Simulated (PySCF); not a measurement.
**Li₂O: bending curve**

These are results of PySCF, PBE0, basis O def2-TZVP, Li def2-TZVP (no relativity, density fitting), not measurements.

Rigid scan from the singlet minimum (O–Li 1.605 Å (×2); Li–O–Li 180.0°). Coordinate: the Li–O–Li angle, bonds fixed. Energies in kJ/mol from the minimum.

Q: Predict the curve at 80, 90, 100, 110, 120, 130, 140, 150, 160, 170, 180.

A: 
```csv
bond angle (°),E (kJ/mol),dipole size (D)
80,123.9,7.55
90,82.1,6.94
100,54.7,6.32
110,36.2,5.67
120,23.8,4.97
130,15.1,4.22
140,9.0,3.43
150,4.7,2.60
160,2.0,1.75
170,0.5,0.88
180,0.0,0.00
```
